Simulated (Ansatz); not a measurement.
C$_{2}$H$_{2}$O, SMILES `C=C=O`: measurement beside calculation (Ansatz, PBE0-D4/def2-TZVP geometry).

```xyz
5

C     0.096    0.526    0.090
C    -0.135   -0.743   -0.127
O    -0.339   -1.865   -0.318
H     0.526    1.128   -0.696
H    -0.148    0.953    1.051
```

Measured: 9.56 ± 0.05 eV (ionisation energy: adiabatic ionization energy from photoionization onset, m/z 42, synchrotron photoionization mass spectrometry). Source: Study of the Synchrotron Photoionization Oxidation of Alpha-Angelica Lactone (AAL) Initiated by O(3P) at 298, 550, and 700 K, 2021 (pmc:8271512).

| level | vertical IE (eV) | minus measured (eV) |
| --- | --- | --- |
| PBE-D4/def2-TZVPP | 9.72 | 0.16 |
| r2SCAN-D4/def2-TZVPP | 9.62 | 0.06 |
| PBE0-D4/def2-TZVPP | 9.73 | 0.17 |
| B3LYP-D4/def2-TZVPP | 9.81 | 0.25 |
| ωB97X-V/def2-TZVPP | 9.74 | 0.18 |
| ωB97M-V/def2-TZVPP | 9.74 | 0.18 |
| B2PLYP/def2-TZVPP | 9.68 | 0.12 |
| HF/def2-TZVPP | 8.56 | -1.00 |
| MP2/def2-TZVPP | 9.87 | 0.31 |
| CCSD/def2-TZVPP | 9.60 | 0.04 |
| CCSD(T)/def2-TZVPP | 9.67 | 0.11 |
| HF/def2-QZVPP | 8.57 | -0.99 |
| MP2/def2-QZVPP | 9.97 | 0.41 |
| HF/CBS(def2) | 8.57 | -0.99 |
| MP2/CBS(def2) | 10.04 | 0.47 |
| CCSD/CBS(def2) | 9.76 | 0.20 |
| CCSD(T)/CBS(def2) | 9.84 | 0.28 |
| −ε(HOMO), LDA (SPW92) | 6.05 | -3.51 |
| −ε(HOMO), PBE | 5.86 | -3.70 |
| −ε(HOMO), revPBE | 5.80 | -3.76 |
| −ε(HOMO), BLYP | 5.74 | -3.82 |
| −ε(HOMO), r2SCAN | 6.10 | -3.46 |
| −ε(HOMO), B97M-V | 6.12 | -3.44 |
| −ε(HOMO), PBE0 | 7.12 | -2.44 |
| −ε(HOMO), B3LYP | 6.91 | -2.65 |
| −ε(HOMO), r2SCANh | 6.58 | -2.98 |
| −ε(HOMO), r2SCAN0 | 7.29 | -2.27 |
| −ε(HOMO), HSE06 | 6.72 | -2.84 |
| −ε(HOMO), BHLYP | 8.26 | -1.30 |
| −ε(HOMO), CAM-B3LYP | 8.49 | -1.07 |
| −ε(HOMO), LC-ωPBE | 9.83 | 0.27 |
| −ε(HOMO), ωB97X-V | 9.45 | -0.11 |
| −ε(HOMO), ωB97M-V | 9.35 | -0.21 |

Computed values are vertical and leave out zero-point energy and spin–orbit coupling, so an adiabatic measurement lies lower by the cation's relaxation.

Enthalpy of formation at 298 K: -11.4 kcal/mol (zero for an element's reference state; older measured values of the G2 set, as listed by Staroverov and co-workers, J. Chem. Phys. 119, 12129, 2003). With their computed zero-point and thermal terms and the atoms' enthalpies of Curtiss and co-workers (1997) it gives an electronic atomization energy of 532.5 kcal/mol.

| level | atomization (kcal/mol) | error | error per bond |
| --- | --- | --- | --- |
| LDA (SPW92) | 627.6 | 95.1 | 23.8 |
| PBE-D4 | 559.4 | 26.9 | 6.7 |
| revPBE-D4 | 542.4 | 9.9 | 2.5 |
| BLYP-D4 | 543.0 | 10.5 | 2.6 |
| r2SCAN-D4 | 539.1 | 6.6 | 1.7 |
| B97M-V | 537.1 | 4.6 | 1.2 |
| PBE0-D4 | 539.1 | 6.6 | 1.7 |
| B3LYP-D4 | 535.7 | 3.3 | 0.8 |
| r2SCANh-D4 | 532.5 | 0.0 | 0.0 |
| r2SCAN0-D4 | 522.9 | -9.5 | -2.4 |
| HSE06-D4 | 539.7 | 7.3 | 1.8 |
| BHLYP-D4 | 508.1 | -24.3 | -6.1 |
| CAM-B3LYP-D4 | 536.2 | 3.7 | 0.9 |
| ωB97X-V | 533.2 | 0.8 | 0.2 |
| ωB97M-V | 536.0 | 3.5 | 0.9 |
| B2PLYP | 531.7 | -0.7 | -0.2 |
| PBE-QIDH | 530.6 | -1.9 | -0.5 |
| PBE | 558.2 | 25.8 | 6.4 |
| revPBE | 537.9 | 5.4 | 1.3 |
| BLYP | 540.2 | 7.7 | 1.9 |
| r2SCAN | 538.8 | 6.4 | 1.6 |
| PBE0 | 538.1 | 5.7 | 1.4 |
| B3LYP | 533.8 | 1.3 | 0.3 |
| r2SCANh | 532.2 | -0.2 | -0.1 |
| r2SCAN0 | 522.6 | -9.8 | -2.5 |
| HSE06 | 538.8 | 6.4 | 1.6 |
| BHLYP | 506.9 | -25.6 | -6.4 |
| CAM-B3LYP | 535.2 | 2.7 | 0.7 |
| LC-ωPBE | 535.1 | 2.6 | 0.7 |
| HF/def2-TZVPP | 371.0 | -161.4 | -40.4 |
| MP2/def2-TZVPP | 535.7 | 3.2 | 0.8 |
| SCS-MP2/def2-TZVPP | 528.0 | -4.5 | -1.1 |
| CCSD/def2-TZVPP | 505.3 | -27.2 | -6.8 |
| CCSD(T)/def2-TZVPP | 517.1 | -15.3 | -3.8 |
| HF/def2-QZVPP | 371.7 | -160.8 | -40.2 |
| MP2/def2-QZVPP | 543.8 | 11.4 | 2.8 |
| SCS-MP2/def2-QZVPP | 537.2 | 4.8 | 1.2 |
| CCSD/def2-QZVPP | 512.6 | -19.9 | -5.0 |
| CCSD(T)/def2-QZVPP | 525.2 | -7.3 | -1.8 |
| HF/CBS(def2) | 371.8 | -160.7 | -40.2 |
| MP2/CBS(def2) | 549.5 | 17.1 | 4.3 |
| CCSD/CBS(def2) | 517.6 | -14.9 | -3.7 |
| CCSD(T)/CBS(def2) | 530.7 | -1.7 | -0.4 |

Functionals use def2-TZVPP; B3LYP here is the variant with VWN-RPA as its local correlation; programs differ in this. The calculations leave out spin–orbit coupling, scalar relativity and, for the correlated methods, core correlation; together these are worth up to about 1 kcal/mol a heavy atom. HSE06 is defined as in plane-wave codes. CBS extrapolates def2-TZVPP and def2-QZVPP. T1 = 0.016.
